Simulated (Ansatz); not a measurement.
```yaml
crystal:
  periodic: [false, false, false]
  atoms:
    - {symbol: Al, position_ang: [-1.856443, -0.074896, 0.000000]}
    - {symbol: B, position_ang: [0.050057, 0.275104, 0.000000]}
    - {symbol: Si, position_ang: [1.863557, -0.074896, 0.000000]}
    - {symbol: H, position_ang: [-2.768443, 1.141104, 0.000000]}
basis:
  gaussian: {orbitals: def2-TZVP}
magnetization: {spin_polarized: true, initial_magnetization: 1}
hamiltonian: {xc: pbe0}
relax: {f_tol: 0.004, max_steps: 80}
```

```sh
$ ansatz run in.yaml --threads 1 --pin off --events-out ev --progress --plain --max-ram 2176MiB
```

Steps of the relaxation (energy above the last step; positions in Å, forces in eV/Å):

```
4
step 1, 591.2 meV
Al   -1.856   -0.075    0.000   -0.570   -0.265    0.000
B     0.050    0.275    0.000    0.876   -0.264    0.000
Si    1.864   -0.075    0.000    0.876   -0.031    0.000
H    -2.768    1.141    0.000   -1.182    0.560    0.000
```

```
4
step 2, 304.3 meV
Al   -1.856    0.013    0.000   -0.042    0.428    0.000
B     0.134    0.210    0.000    0.169   -0.326    0.000
Si    1.975   -0.098    0.000    0.216    0.032    0.000
H    -2.965    1.141    0.000   -0.343   -0.134    0.000
```

```
4
step 3, 183.2 meV
Al   -1.825    0.167    0.000    0.351    0.515    0.000
B     0.205    0.136    0.000   -0.273   -0.197    0.000
Si    2.059   -0.128    0.000   -0.286    0.051    0.000
H    -3.151    1.091    0.000    0.208   -0.369    0.000
```

```
4
step 6, 21.4 meV
Al   -1.710    0.436    0.000    0.054    0.158    0.000
B     0.216    0.096    0.000   -0.872    0.053    0.000
Si    2.004   -0.180    0.000    0.787   -0.114    0.000
H    -3.221    0.915    0.000    0.032   -0.098    0.000
```

```
4
step 8, 0.0 meV
Al   -1.698    0.520    0.000    0.000   -0.004    0.000
B     0.209    0.105    0.000   -0.024    0.007    0.000
Si    2.022   -0.214    0.000    0.007   -0.001    0.000
H    -3.244    0.856    0.000    0.017   -0.002    0.000
```

```
4
step 9, 0.0 meV
Al   -1.698    0.518    0.000    0.000   -0.001    0.000
B     0.208    0.105    0.000    0.000    0.001    0.000
Si    2.021   -0.214    0.000    0.000    0.000    0.000
H    -3.242    0.857    0.000    0.000    0.000    0.000
```

Close pairs at the end: Al1–H4 1.580 Å, B2–Si3 1.842 Å, Al1–B2 1.950 Å.

A stationary point of unrestricted PBE0 after 9 steps, with ⟨S²⟩ = 0.756 against 0.75 for a pure state; no frequencies were run, so it isn't proven a minimum. 5.4 min on 1 thread of AMD EPYC 7R43, shared host.
